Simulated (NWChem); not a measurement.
## Polarisability of hydrogen peroxide (H2O2)

```
O
H 1 0.9670
O 1 1.4185 2 101.03
H 3 0.9670 1 101.03 2 117.50
```
Charge 0, spin multiplicity 1.

Program: NWChem. Structure: optimised with PBE0/def2-SVP, a minimum by its harmonic frequencies. It is one conformer; others weren't searched.

Basis set: 6-31G*. The field's frequency is 0.0428 Ha (1065 nm). This basis has no diffuse functions, which lowers polarisabilities.

| method | isotropic polarisability (bohr³) | difference from CCSD linear response |
|---|---|---|
| PBE | 9.42 | +0.18 |
| HF | 9.60 | +0.36 |
| CCSD linear response | 9.24 | 0.00 |
| B3LYP | 9.40 | +0.16 |
| PBE0 | 9.35 | +0.11 |

The values span 0.36 bohr³, from CCSD linear response (lowest) to HF (highest). 

The correlated methods keep 2 core orbitals frozen. B3LYP has NWChem's definition, with VWN1-RPA local correlation. The Pople sets run with spherical d functions. Differences from the coupled-cluster row are differences between methods, not errors against experiment.
